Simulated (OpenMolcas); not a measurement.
# OF (Oxygen monofluoride): UHF/6-31G(d,p) (spherical functions)

What is the vertical electron affinity of OF (Oxygen monofluoride) at UHF/6-31G** (spherical functions)? 

The results are computed with OpenMolcas 26.06.

## Step 1: The structure to begin with

OF has 2 atoms, charge 0, and is taken as a doublet. As SMILES, `[O]F`. Geometry: relaxed at PBE0-D4/def2-TZVP.

Bond lengths: O1–F2 1.330 Å.

## Step 2: A single-point energy at UHF/6-31G(d,p) (spherical functions)

Contents of job.input:

```
* FO Hartree-Fock

&GATEWAY
 BasLib=$CurrDir
 Coord
 2
 angstrom
 O        0.000000       0.000000      -0.015950
 F        0.000000       0.000000       1.314400
 Basis=6-31Gss
 Group=NoSym

&SEWARD

&SCF
 UHF
 Spin=2
 PrOrbitals=1 1
```

The basis set 6-31G** is read from a file made from the Basis Set Exchange's data (not shown).

Command:

```console
export MOLCAS_MEM=1860
pymolcas job.input > job.log
```

What it wrote:

```text
--- Start Module: gateway ---
[...]
--- Stop Module: gateway /rc=_RC_ALL_IS_WELL_ ---
--- Start Module: seward ---
[...]
      Basis functions           28
--- Stop Module: seward /rc=_RC_ALL_IS_WELL_ ---
--- Start Module: scf ---
[...]
       Convergence after  14 Iterations
[...]
::    Total SCF energy                               -174.1198939189
[...]
      Total spin, S                                     0.5063497695
[...]
      Total electronic charge=   17.000000
      Total            charge=   -0.000000
[...]
      Dipole Moment (debye):
      Origin of the operator (angstrom)=    0.0000    0.0000    0.7063
                   X= -5.7064E-16               Y=  3.5480E-15               Z= -3.2122E-01           Total=  3.2122E-01
      Quadrupole Moment (debye*angstrom):
[...]
--- Stop Module: scf /rc=_RC_ALL_IS_WELL_ ---
[...]
```

Wall time 1.5 s (1 thread of Arm Neoverse V2, shared host); peak memory 0.37 GiB.

## Step 3: The singlet anion, same level

Contents of job.input:

```
&GATEWAY
  BasLib=$CurrDir
  Coord
  2
  angstrom
  O        0.000000       0.000000      -0.015950
  F        0.000000       0.000000       1.314400
  Basis=6-31Gss
  Group=NoSym

&SEWARD

&SCF
  Charge=-1
  PrOrbitals=1 1
```

The basis set 6-31G** is read from a file made from the Basis Set Exchange's data (not shown).

Command:

```console
export MOLCAS_MEM=1860
pymolcas job.input > job.log
```

What it wrote:

```text
--- Start Module: gateway ---
[...]
--- Stop Module: gateway /rc=_RC_ALL_IS_WELL_ ---
--- Start Module: seward ---
[...]
      Basis functions           28
--- Stop Module: seward /rc=_RC_ALL_IS_WELL_ ---
--- Start Module: scf ---
[...]
       Convergence after  13 Iterations
[...]
::    Total SCF energy                               -174.1082128169
[...]
      Total spin, S                                     0.0000000000
[...]
      Total electronic charge=   18.000000
      Total            charge=   -1.000000
[...]
      Dipole Moment (debye):
      Origin of the operator (angstrom)=    0.0000    0.0000    0.7063
                   X= -3.8486E-18               Y=  2.4051E-16               Z=  1.5447E+00           Total=  1.5447E+00
      Center of Charge (angstrom)
[...]
--- Stop Module: scf /rc=_RC_ALL_IS_WELL_ ---
[...]
```

Wall time 1.4 s (1 thread of Arm Neoverse V2, shared host); peak memory 0.37 GiB.

## Step 4: What came out

Level: UHF/6-31G** (spherical functions).

| quantity | value |
| --- | --- |
| doublet OF: total energy | -174.11989 Eh |
| doublet OF: dipole moment | 0.32 D |
| doublet OF: HOMO energy (highest over α and β) | -14.45 eV |
| doublet OF: LUMO energy (lowest over α and β) | 2.50 eV |
| doublet OF: ⟨S²⟩ | 0.763 |
| singlet anion: total energy | -174.10821 Eh |
| singlet anion: HOMO energy | -1.97 eV |
| singlet anion: LUMO energy | 19.07 eV |
| singlet anion: HOMO–LUMO gap (to an unbound level, set by the basis) | 21.05 eV |
| vertical electron affinity (to the singlet anion) | -0.318 eV |

The anion lies 0.32 eV (30.7 kJ/mol) above the neutral: the electron isn't bound at this level, and such a value depends on the basis. Without diffuse functions anions come out too high. Hartree–Fock misses the correlation that binds many anions.
